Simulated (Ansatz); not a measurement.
Cost and result for the atomization energy of C₅H₇N, SMILES `Cc1cc[nH]c1` (13 atoms, 13 bonds).

| atom | x (Å) | y (Å) | z (Å) |
| --- | --- | --- | --- |
| C1 | 0.738 | 1.515 | -0.969 |
| C2 | 0.171 | 0.354 | -0.227 |
| C3 | 0.788 | -0.367 | 0.831 |
| C4 | -0.076 | -1.354 | 1.226 |
| N5 | -1.191 | -1.262 | 0.450 |
| C6 | -1.053 | -0.230 | -0.433 |
| H7 | 1.674 | 1.254 | -1.470 |
| H8 | 0.953 | 2.353 | -0.300 |
| H9 | 0.042 | 1.871 | -1.732 |
| H10 | 1.763 | -0.177 | 1.254 |
| H11 | 0.015 | -2.109 | 1.991 |
| H12 | -1.993 | -1.860 | 0.518 |
| H13 | -1.831 | 0.012 | -1.140 |

Total charge 0; spin multiplicity 1. All single points use the PBE0-D4/def2-TZVP geometry. Program: Ansatz. All runs use 4 threads of an Arm Neoverse V1 on a shared host. Times are those of one run each, without the atoms' runs, and a repeat can differ threefold. Electronic energies, without spin–orbit coupling; frozen cores. CCSD(T)/CBS adds CCSD(T) − MP2 in def2-TZVPP to the MP2 limit, and its time is that of the two runs behind it. T1 = 0.011. B3LYP takes the VWN-RPA correlation (the form of Gaussian; ORCA's B3LYP/G).

CCSD(T)/CBS is a level of theory with its own doubt, some kJ/mol a heavy atom from the limit and from the frozen cores, so smaller differences don't rank the functionals.

```
                             level  functions  wall time
            LDA (SPW92)/def2-TZVPP        284        2 s
              revPBE-D4/def2-TZVPP        284      2.6 s
                BLYP-D4/def2-TZVPP        284      2.6 s
   PBE-D4/def2-TZVPP (with forces)        284      3.1 s
               BHLYP-D4/def2-TZVPP        284      3.5 s
r2SCAN-D4/def2-TZVPP (with forces)        284        6 s
 B3LYP-D4/def2-TZVPP (with forces)        284        6 s
               PBE-QIDH/def2-TZVPP        284      7.5 s
                 B97M-V/def2-TZVPP        284       10 s
                  CCSD(T)/def2-SVP        119       10 s
                    MP2/def2-QZVPP        552       34 s
                CCSD(T)/def2-TZVPP        284      5 min
                 CCSD(T)/CBS(def2)          –    5.6 min
```

What atomization energy does each give, and how far from CCSD(T)/CBS? (An estimate is asked.)

The calculation gave: 
```tsv
level	atomization (kJ/mol)	difference from CCSD(T)/CBS	per bond
LDA (SPW92)/def2-TZVPP	6638.4	927.7	71.4
revPBE-D4/def2-TZVPP	5783.3	72.6	5.6
BLYP-D4/def2-TZVPP	5749.1	38.4	3.0
PBE-D4/def2-TZVPP (with forces)	5934.1	223.4	17.2
BHLYP-D4/def2-TZVPP	5558.4	-152.3	-11.7
r2SCAN-D4/def2-TZVPP (with forces)	5755.3	44.6	3.4
B3LYP-D4/def2-TZVPP (with forces)	5746.1	35.4	2.7
PBE-QIDH/def2-TZVPP	5743.5	32.8	2.5
B97M-V/def2-TZVPP	5741.7	31.0	2.4
CCSD(T)/def2-SVP	5487.8	-222.9	-17.1
MP2/def2-QZVPP	5791.0	80.3	6.2
CCSD(T)/def2-TZVPP	5567.8	-142.9	-11.0
CCSD(T)/CBS(def2)	5710.7	0.0	0.0
```

The D4 term adds +44.2 kJ/mol with B3LYP and +23.1 kJ/mol with PBE0; it sums over pairs of atoms, weighted by their polarisabilities, and B3LYP, whose exchange is more repulsive, gets the larger term. Leaving LDA and LC-ωPBE aside and taking each functional with its dispersion term where it has one, the values spread over 375.6 kJ/mol, from BHLYP-D4 to PBE-D4. LDA lies +732.0 kJ/mol from PBE without D4, its usual overbinding. From r2SCAN to r2SCAN0 (25 % exact exchange), in def2-TZVPP and without D4, the atomization energy moves by −86.1 kJ/mol: exact exchange takes away binding that semilocal exchange gives to molecules.
